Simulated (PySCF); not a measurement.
[C3H3F2S]-: core ionisation energies

C₃H₃F₂S (charge -1).
Cartesian coordinates in Å at the PBE0-D3(BJ)/def2-SVP level; atoms count from 1:
```
atom  x, y, z in Å
F1    -1.8782   -0.4028    1.1768
C2    -1.1400   -0.1070    0.0439
F3    -1.8639   -0.7025   -0.9747
C4     0.2370   -0.5940    0.1209
C5     1.3206    0.2407    0.0221
S6     1.3997    1.9324   -0.1998
H7    -1.1572    0.9849   -0.1077
H8     0.3719   -1.6724    0.2667
H9     2.2906   -0.2854    0.1015
```

Theory: delta-SCF UKS SCAN, pcX-2 on the ionised atom, pcseg-1 elsewhere, spin-free X2C in PySCF 2.14.0. Each binding energy is the total energy of the core-ionised species, with the hole localised on one atom, minus that of the ground state; both are solved self-consistently, so orbital relaxation is included.

**Question.** List the computed XPS lines with their assignment.

**Answer.** 
| atom(s) | environment | level | binding energy (eV) | above the level's lowest (eV) | count |
| --- | --- | --- | --- | --- | --- |
| C4 | carbon bonded to 2 C and H | C 1s | 284.92 | 0.00 | 1 |
| C5 | alkene CH carbon | C 1s | 286.16 | +1.24 | 1 |
| C2 | CHF2 carbon | C 1s | 290.23 | +5.31 | 1 |
| F1/F3 | fluorine of a CF2 group | F 1s | 688.06 | 0.00 | 2 |
| S6 | sulfur bonded to C | S 1s | 2469.97 | 0.00 | 1 |

Lowest listed C 1s: C4, bonded to C (double bond), C and H. Highest, 5.31 eV above it: C2, bonded to 2 F, C and H. Summing the Pauling electronegativity differences to the bonded atoms, each weighted by its formal bond order, gives -0.35 for the lowest site and +2.51 for the highest; no listed site has a larger sum than the highest.

**Question.** Which photon energy gives electrons from C 1s of C2 a kinetic energy of 50 eV, and what is their de Broglie wavelength?

**Answer.** hν = 290.23 + 50 = 340.23 eV, recoil neglected; λ = 12.264 Å/√(E/eV) = 1.73 Å.

**Question.** Which effective nuclear charge Zeff reproduces each element's mean 1s value in the hydrogen-like formula E = 13.606 eV × Zeff²?

**Answer.** C (Z = 6): mean 287.1 eV, Zeff = 4.59, Z − Zeff = 1.41; F (Z = 9): mean 688.1 eV, Zeff = 7.11, Z − Zeff = 1.89; S (Z = 16): mean 2470.0 eV, Zeff = 13.47, Z − Zeff = 2.53. Means run over the listed sites, weighted by atom count.

Atoms equivalent by their bonding share one computed value, that of the first of them. Not every level is listed. Spin contamination (⟨S²⟩ against 0.75 for a pure doublet) is marked for C 1s of C5 (0.92), which makes this value less certain. The species carries charge -1, so core ionisation leaves a neutral species. The basis sets have no added diffuse functions. One conformer (not necessarily the lowest) at the PBE0-D3(BJ)/def2-SVP geometry, without solvent, vibrations or thermal averaging.

The run took 64 s on one thread of an x86-64 server, on a shared host.
